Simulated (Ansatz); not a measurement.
Geometry optimisation, Ansatz, UKS B3LYP/def2-SVP.

Input file:

```yaml
crystal:
  periodic: [false, false, false]
  atoms:
    - { symbol: Si, position_ang: [0.0, 0.0, 0.0] }
    - { symbol: H, position_ang: [0.0, 0.0, 1.71] }
    - { symbol: H, position_ang: [1.3768, 0.0, -0.4862] }
    - { symbol: H, position_ang: [-0.6877, 1.1914, -0.4862] }
    - { symbol: H, position_ang: [-0.6877, -1.1914, -0.4862] }
    - { symbol: Cl, position_ang: [0.0, 0.0, 3.38] }
magnetization:
  spin_polarized: true
  initial_magnetization: 1
basis:
  gaussian: { orbitals: def2-SVP }
hamiltonian:
  xc: b3lyp
relax:
  f_tol: 0.15
  max_steps: 25
  restrain:
    - { distance: [1, 5], at: 2.57, k: 30.0 }
    - { distance: [0, 1], at: 1.46, k: 30.0 }
```

Launched with:

```bash
$ ansatz run input.yaml --threads 1 --pin off --max-ram 2048MiB --backend cpu --events-out ev --progress --plain --runs-dir out
```

Task: Where does it end, and by what steps?

Result: The run converged. The restraints hold the end off the free minimum. After 4 steps the energy has risen by 0.110 eV (the restraints' own energy left out); Cl6 moved furthest, 0.59 Å.

```csv
step,energy less start (eV),largest force component (eV/Å),accepted
0,0.0000,0.664,yes
1,0.0210,0.428,yes
2,0.1615,1.941,yes
3,0.1116,0.686,yes
4,0.1098,0.589,yes
```

```xyz
6
Properties=species:S:1:pos:R:3
Si 0.000 0.000 -0.073
H 0.000 0.000 1.402
H 1.410 0.000 -0.555
H -0.704 1.221 -0.555
H -0.704 -1.221 -0.555
Cl 0.000 0.000 3.967
```

Time of the run: 16 s on 1 thread of Arm Neoverse V2, with other jobs on the host, peak memory 0.13 GiB.
